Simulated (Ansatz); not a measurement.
# C4H5Cl: the cost of one run

All numbers are computed with Ansatz 0.2.0 through its Python package. Level of theory: r2SCAN+D3(BJ)/6-31G*.

### Step 1. The system

Bond lengths: C1–C2 1.285 Å, C2–C3 1.442 Å, C3–C4 1.443 Å, C3–Cl5 1.718 Å, C1–H6 1.159 Å, C1–H7 1.065 Å, C2–H8 1.090 Å, C4–H9 1.080 Å, C4–H10 1.021 Å. Angles: C1–C2–C3 127.6°, C1–C2–H8 117.9°, C3–C2–H8 114.6°, C2–C1–H6 122.0°, C2–C1–H7 124.3°, H6–C1–H7 113.6°, C2–C3–C4 121.2°, C2–C3–Cl5 122.3°, C4–C3–Cl5 116.5°, C3–C4–H9 117.2°, C3–C4–H10 119.5°, H9–C4–H10 123.2°.

No structure file is read: the coordinates are typed or built in the script.

### Step 2. The code

Contents of c4h5cl_torsion.py:

```python
"""Energy of C4H5Cl as one group turns about a bond."""

import ansatz as az
from ase import Atoms

atoms = Atoms(["C", "C", "C", "C", "Cl", "H", "H", "H", "H", "H"], positions=[
    (-1.7254, -0.31, 0.5099),
    (-0.4486, -0.4151, 0.407),
    (0.4354, 0.3756, -0.4132),
    (1.8603, 0.1454, -0.4139),
    (-0.1348, 1.6579, -1.4038),
    (-2.3214, 0.5097, -0.0525),
    (-2.329, -0.9166, 1.1446),
    (0.0482, -1.188, 0.9939),
    (2.2344, -0.64, 0.2253),
    (2.4641, 0.73, -0.9943),
])

# relax first, so that the scan starts from a minimum
first = (
    az.Crystal.molecule_from_ase(atoms).calculation()
    .basis(gaussian="6-31G*")
    .functional("r2scan", dispersion="d3bj")
    .relax(force_tolerance=0.02, max_steps=80)
)
atoms.positions = first.run().report["positions_ang"]

start = atoms.get_dihedral(1, 2, 3, 8)
energies = {}
for turn in range(0, 360, 40):
    turned = atoms.copy()
    turned.set_dihedral(1, 2, 3, 8, start + turn, indices=[3, 8, 9])
    setup = (
        az.Crystal.molecule_from_ase(turned).calculation()
        .basis(gaussian="6-31G*")
        .functional("r2scan", dispersion="d3bj")
    )
    energies[round((start + turn) % 360)] = setup.run().report["free_energy_ev"]
floor = min(energies.values())
print("dihedral C1-C2-C3-H8 (deg)   E - E(min) (eV)")
for angle, e in sorted(energies.items()):
    print(f"{angle:8d} {(e - floor):14.3f}  " + "#" * int(30 * (e - floor) / max(max(energies.values()) - floor, 1e-9)))
```

### Step 3. What the engine is handed

The package turns the script's settings into the engine's input (first run):

```yaml
crystal:
  periodic: [false, false, false]
  atoms:
    - { symbol: C, position_ang: [-1.7254, -0.31, 0.5099] }
    - { symbol: C, position_ang: [-0.4486, -0.4151, 0.407] }
    - { symbol: C, position_ang: [0.4354, 0.3756, -0.4132] }
    - { symbol: C, position_ang: [1.8603, 0.1454, -0.4139] }
    - { symbol: Cl, position_ang: [-0.1348, 1.6579, -1.4038] }
    - { symbol: H, position_ang: [-2.3214, 0.5097, -0.0525] }
    - { symbol: H, position_ang: [-2.329, -0.9166, 1.1446] }
    - { symbol: H, position_ang: [0.0482, -1.188, 0.9939] }
    - { symbol: H, position_ang: [2.2344, -0.64, 0.2253] }
    - { symbol: H, position_ang: [2.4641, 0.73, -0.9943] }
basis:
  gaussian:
    orbitals: "6-31G*"
hamiltonian:
  xc: r2scan
  dispersion: d3bj
relax:
  f_tol: 0.02
  max_steps: 80
```

### Step 4. Running it

On the command line:

```console
$ python c4h5cl_torsion.py
```

What time and memory should one allow on 1 thread of Arm Neoverse V1, shared host?

About 95 s, with a peak of 0.27 GiB.
